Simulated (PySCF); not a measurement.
# Relaxation of singlet H₂SO₂

These are results of PBE0 in PySCF with S def2-TZVP, O def2-TZVP, H def2-TZVP; no relativity; density-fitted integrals, not measurements. A (50,194) grid was used.

A start displaced from a saddle point along its imaginary mode, of C2v symmetry, held to at least that symmetry:

```xyz
5
charge 0 multiplicity 1, angstrom
S     0.0000    0.0000    0.0156
O     0.0000    1.4828   -0.0231
O     0.0000   -1.4828   -0.0231
H     1.3748    0.0000    0.1200
H    -1.3748    0.0000    0.1200
```

Optimiser trace:
```tsv
step	E − E(last) (kJ/mol)	largest gradient (Eh/bohr)
0	300.62	0.01227
1	290.46	0.01262
2	262.44	0.01867
3	205.38	0.03028
4	130.33	0.03953
5	34.98	0.03561
6	26.44	0.06123
7	13.84	0.06357
8	11.70	0.03991
9	0.90	0.00409
10	0.31	0.00372
11	0.01	0.00044
12	0.00	0.00006
```

It ends at C2v with S–H 1.363 Å (×2), S–O 1.429 Å (×2); H–S–H 99.2°, H–S–O 108.0° (×4), O–S–O 123.0° (after a last refinement on a finer grid). A frequency run shows a minimum. Other isomers or separated fragments may lie lower.

Final geometry:
```xyz
5
charge 0 multiplicity 1, angstrom
S     0.0000    0.0000    0.3036
O     0.0000    1.2555   -0.3785
O     0.0000   -1.2555   -0.3785
H     1.0383    0.0000    1.1873
H    -1.0383    0.0000    1.1873
```
